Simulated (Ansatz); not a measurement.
in.yaml

```yaml
crystal:
  periodic: [false, false, false]
  atoms:
    - {symbol: Si, position_ang: [-0.095252, 0.000000, 0.000000]}
    - {symbol: H, position_ang: [-0.590124, 1.399708, 0.000000]}
    - {symbol: H, position_ang: [-0.590123, -0.699854, 1.212183]}
    - {symbol: H, position_ang: [-0.590124, -0.699854, -1.212183]}
    - {symbol: H, position_ang: [1.659748, 0.000000, 0.000000]}
    - {symbol: H, position_ang: [2.764748, 0.000000, 0.000000]}
basis:
  gaussian: {orbitals: cc-pVTZ}
magnetization: {spin_polarized: false, initial_magnetization: 1}
correlation: {method: sc_nevpt2, electrons: outside_noble_gas, active_space: {window: {electrons: 9, orbitals: 9}, shells: [{species: H, l: s, shell: 1}, {species: Si, l: s, shell: 3}, {species: Si, l: p, shell: 3}]}}
```

```sh
$ ansatz run in.yaml --threads 2 --pin off --events-out ev --progress --plain --max-ram 24576MiB --backend cuda --devices 0, --max-vram 18GiB
```

The program prints:

```
1274 factors; integrals over basis functions are off by at most 1.6e-7 eV
mean field evaluation 1: about -7937.3943 eV, gradient 9.9e0 eV
mean field evaluation 2: about -7937.3979 eV, gradient 9.9e0 eV
mean field evaluation 4: about -7938.2190 eV, gradient 9.1e-1 eV
mean field evaluation 8: about -7938.2566 eV, gradient 1.1e-1 eV
mean field -7938.25692534 eV, -291.7255612625 hartree, gradient 4.7e-6 eV, S^2 0.750000; 0 other end points of the search recorded, 0 dependent functions left out
reference -7938.25692534 eV, -291.7255612625 hartree; 10, 9 occupied and 94, 95 virtual orbitals, 1274 factors
state -7940.13251403 eV, -291.7944878755 hartree
state -7940.13251403 eV, -291.7944878755 hartree; corrected -7942.66184978 eV, -291.8874392498 hartree
Total energy: -7942.66184978 eV, -291.8874392498 hartree
Checks for a lower state left out: starts, orbital_swaps
```

Natural occupations: 1.9854 1.9772 1.9772 1.9597 1.0009 0.0421 0.0226 0.0175 0.0175.

For the same geometry and basis UCCSDT(Q) lies 1104.9 meV lower.

Ran on 2 threads of AMD EPYC 7R13 with a shared H100 80 GB, shared host: 6 s wall, 0.81 GiB peak host memory.
